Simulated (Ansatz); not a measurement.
Input file:

```yaml
crystal:
  periodic: [false, false, false]
  atoms:
    - {symbol: B, position_ang: [0.000000, -0.183350, 0.212433]}
    - {symbol: H, position_ang: [0.000000, 1.628844, -3.582033]}
    - {symbol: H, position_ang: [0.000000, 0.337734, 1.303506]}
basis:
  gaussian: {orbitals: "6-31++G**"}
total_charge: -1
magnetization: {spin_polarized: false, initial_magnetization: 2}
correlation: {method: fic_mrcisd_q, electrons: outside_noble_gas, active_space: {window: {electrons: 6, orbitals: 6}, shells: [{species: B, l: s, shell: 2}, {species: B, l: p, shell: 2}, {species: H, l: s, shell: 1}]}}
```

```sh
$ ansatz run in.yaml --threads 1 --pin off --events-out ev --progress --plain --max-ram 2393MiB
```

The program prints:

```
471 factors; integrals over basis functions are off by at most 2.1e-7 eV
mean field evaluation 1: about -690.8206 eV, gradient 1.8e1 eV
mean field evaluation 2: about -690.8224 eV, gradient 1.8e1 eV
mean field evaluation 4: about -695.3105 eV, gradient 1.2e1 eV
mean field evaluation 8: about -696.7025 eV, gradient 7.9e-1 eV
mean field evaluation 16: about -696.7127 eV, gradient 2.0e-6 eV
mean field evaluation 32: about -696.6218 eV, gradient 1.0e-1 eV
mean field evaluation 64: about -696.7125 eV, gradient 2.8e-2 eV
mean field evaluation 96: about -695.6976 eV, gradient 5.9e0 eV
mean field evaluation 128: about -696.6808 eV, gradient 2.6e-1 eV
mean field evaluation 160: about -696.7127 eV, gradient 5.0e-5 eV
mean field -696.71266343 eV, -25.6037181322 hartree, gradient 1.8e-6 eV, S^2 2.000000; 13 other end points of the search recorded, 0 dependent functions left out
reference -696.71266343 eV, -25.6037181322 hartree; 5, 3 occupied and 26, 28 virtual orbitals, 471 factors
state -697.53735376 eV, -25.6340249430 hartree
contracted CI cycle   1: correlation 0.00000000 eV, 0.0000000000 hartree, residual 9.83e0 eV
contracted CI cycle   2: correlation -1.56621098 eV, -0.0575571921 hartree, residual 2.42e0 eV
contracted CI cycle   3: correlation -1.68260655 eV, -0.0618346501 hartree, residual 7.70e-1 eV
contracted CI cycle   4: correlation -1.70144594 eV, -0.0625269849 hartree, residual 3.63e-1 eV
contracted CI cycle   5: correlation -1.70468301 eV, -0.0626459453 hartree, residual 1.48e-1 eV
contracted CI cycle   6: correlation -1.70519547 eV, -0.0626647775 hartree, residual 5.89e-2 eV
contracted CI cycle   7: correlation -1.70528194 eV, -0.0626679554 hartree, residual 2.56e-2 eV
contracted CI cycle   8: correlation -1.70529532 eV, -0.0626684471 hartree, residual 9.58e-3 eV
contracted CI cycle   9: correlation -1.70529727 eV, -0.0626685188 hartree, residual 3.69e-3 eV
contracted CI cycle  10: correlation -1.70529757 eV, -0.0626685299 hartree, residual 1.45e-3 eV
contracted CI cycle  11: correlation -1.70529762 eV, -0.0626685317 hartree, residual 5.61e-4 eV
state -697.53735376 eV, -25.6340249430 hartree; corrected -699.33277735 eV, -25.7000055428 hartree
Total energy: -699.33277735 eV, -25.7000055428 hartree
Checks for a lower state left out: starts, orbital_swaps
```

Natural occupations: 1.9835 1.9253 1.0000 0.9999 0.0739 0.0173.

For the same geometry and basis full CI lies 55.1 meV lower.

Ran on 1 thread of Arm Neoverse V2, shared host: 0.84 s wall, 0.15 GiB peak host memory.
